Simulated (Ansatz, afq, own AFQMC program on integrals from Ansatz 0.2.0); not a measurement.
Where AFQMC and coupled cluster stand for BSiH6, doublet

```xyz
8

Si   -0.8770    0.0000    0.0000
H    -1.3719    1.3997    0.0000
H    -1.3719   -0.6999    1.2122
H    -1.3719   -0.6999   -1.2122
H     0.8360    0.0000    0.0000
B     2.0980    0.0000    0.0000
H     2.6071    0.0000    1.0770
H     2.6071    0.0000   -1.0770
```

Basis cc-pVDZ. Noble-gas cores (and the filled d shells of Ga–Kr and In–Xe) are frozen. Integrals, coupled cluster, full CI and functionals: Ansatz 0.2.0; the random walks run on the same integrals in our own AFQMC program. The CISD trial takes its coefficients from CCSD amplitudes. Released means that phaseless walkers are propagated on without the constraint, phases kept. ± is one standard error of the sampling.

Determinant: UHF, the one that the program's search chose, which needn't be the lowest solution. The geometry is a point of a scan.

No full CI on the walks' own integrals is used here; CCSDT(Q) serves as the reference and is uncertain by about the last step of the cluster series.

Cautions: the released energies move by 1.5 errors or more from one time to the next, so no released level is given (meV from the phaseless value at times in 1/Eh: -5 ± 3 at 0.24, -6 ± 3 at 0.51, -7 ± 3 at 0.99, -4.6 ± 2.2 at 1.62, -12 ± 4 at 2.40), though the last usable value meets CCSDT(Q) within the noise.

The T1 diagnostic is 0.0116, the weight of the determinant in the CISD state is 0.874 and the ⟨S²⟩ of the determinant is 0.764. The size of the correlated space is 13 electrons in 56 orbitals.

Reference: CCSDT(Q), correlation energy -6.977 eV.

| level | E − E(reference) (meV) | share of correlation (%) |
| --- | --- | --- |
| HF | 6976.6 | 0.00 |
| MP2 | 1552.5 | 77.75 |
| CCSD | 172.1 | 97.53 |
| CCSD(T) | 35.5 | 99.49 |
| CCSDT | 4.3 | 99.94 |
| ph-AFQMC/HF | 27.5 ± 23.3 | 99.61 |
| ph-AFQMC/CISD | 6.9 ± 3.8 | 99.90 |

A walk keeps the symmetry of its determinant, which the program's search chose and which needn't be the lowest solution, so a lower state of the same spin and another symmetry isn't excluded.
